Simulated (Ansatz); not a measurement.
## TaPAu₃: from a trial structure to a relaxed crystal

These are results of DFT PBE, scalar-relativistic, plane waves, PAW in Ansatz, not measurements. Cutoff 420 eV, Γ-centred k mesh, Gaussian smearing, no spin polarisation in the final step.

TaPAu₃ was placed on the cubic perovskite structure type (Pm-3m, No. 221), with Ta in place of Sr, P in place of Ti, Au in place of O, at a guessed volume.

```xyz
5
Lattice="4.3884 0.0000 0.0000 0.0000 4.3884 0.0000 0.0000 0.0000 4.3884" Properties=species:S:1:pos:R:3 pbc="T T T"
Ta    0.0000    0.0000    0.0000
P     2.1942    2.1942    2.1942
Au    0.0000    2.1942    2.1942
Au    2.1942    0.0000    2.1942
Au    2.1942    2.1942    0.0000
```

Cell and atoms relax at zero pressure; the relaxation can't lower the symmetry of the start. After a coarse first stage the cell is made exact in the group found at 0.06 Å.

Formation energies are uncorrected and refer to the elements' standard structures at the same level.

(1) Describe the relaxed structure.

(2) What are its volume, energy, density and gap?

## Answers

(1) It keeps Pm-3m (No. 221). The result still has the cubic perovskite structure. Conventional cell: a = 4.627 Å. Around Ta lie 12 Au at 3.27 Å; P has 6 Au at 2.31 Å; around Au lie 2 P at 2.31 Å.

```
Ta P Au
1.0
     4.62735    0.00000    0.00000
     0.00000    4.62735    0.00000
     0.00000    0.00000    4.62735
Ta P Au
1 1 3
Direct
  0.00000 0.00000 0.00000
  0.50000 0.50000 0.50000
  0.00000 0.50000 0.50000
  0.50000 0.00000 0.50000
  0.50000 0.50000 0.00000
```

(2) The volume per atom is 19.82 Å³ and the density is 13.45 g/cm³. The energy over the elements is 0.82 eV/atom and the gap on the 8×8×8 mesh is 0 eV (a metal).

The final run used a 8×8×8 mesh on its 5-atom cell and 0.10 eV smearing. For metals, differences of a few meV/atom aren't resolved. Spin–orbit coupling is left out. Symmetry constrained the relaxation, so the result can be a saddle point. The steps took roughly 40 core-seconds in all.

Cost: 3 runs of about 0.64 core-minutes in all, on Arm Neoverse V1 (shared hosts).